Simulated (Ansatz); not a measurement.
## HCl ··· CH4

The pair of HCl (SMILES Cl, atoms 1–2) and CH4 (SMILES C, atoms 3–7), both closed shells, in one local arrangement (a lower one may exist), relaxed at PBE0-D4/def2-TZVP:

```
7
angstrom
Cl -0.1629 0.0626 -2.8824
H -0.0906 0.0341 -1.6038
C 0.0504 -0.0192 0.8913
H -0.7226 0.6912 0.5957
H 0.1103 -0.0430 1.9788
H 1.0162 0.2913 0.4909
H -0.2008 -1.0170 0.5295
```

Program: Ansatz 0.2.0. Basis: def2-TZVPPD, with def2-QZVPPD for the basis limit. Cores are frozen in the correlated methods. B3LYP uses VWN-RPA correlation. Extrapolation: Hartree–Fock as exp(−7.88 √X), correlation as X^−2.97. Interaction energies count from these two fragments, frozen as in the pair, with the counterpoise correction; negative means bound.

Problem. What is the interaction energy by CCSD(T) at an estimated basis limit (MP2 extrapolated from triple and quadruple zeta, plus CCSD(T) − MP2 in triple zeta)? (To be estimated.)

Solution. By the calculation: -1.18 kcal/mol. Hartree–Fock alone gives 0.41 kcal/mol at the basis limit, so without correlation the pair would not bind at this distance. It counts from the two fragments frozen as in the pair.

The same quantity by other methods in triple zeta, and each one's difference from that estimate:
```csv
method,E_int (kcal/mol),difference
PBE-D4,-1.43,-0.26
revPBE-D4,-1.08,0.10
BLYP-D4,-0.93,0.25
r2SCAN-D4,-1.29,-0.12
B97M-V,-1.18,-0.01
PBE0-D4,-1.29,-0.12
B3LYP-D4,-1.04,0.13
HSE06-D4,-1.30,-0.12
wB97X-V,-1.10,0.07
wB97M-V,-1.07,0.10
B2PLYP,-0.57,0.61
HF,0.41,1.59
MP2,-1.10,0.08
CCSD,-0.75,0.43
CCSD(T),-0.96,0.21
```
Differences are method less estimate.

Basis-set superposition shift (counterpoise-corrected less uncorrected): CCSD(T) 0.38; MP2 0.37; HF 0.05; PBE0-D4 0.08; wB97M-V 0.06 kcal/mol.

No T1 diagnostic of these runs exceeds 0.008.

For scale, one of the runs: CCSD(T)/def2-TZVPPD, 173 basis functions, launched by `ansatz run in.yaml --threads 2 --pin off --events-out ev --progress --plain --max-ram 5222MiB`. Hardware: 2 CPU threads of an Intel Xeon Platinum 8488C, shared host. Wall time 18 s; peak host memory 1.4 GiB.
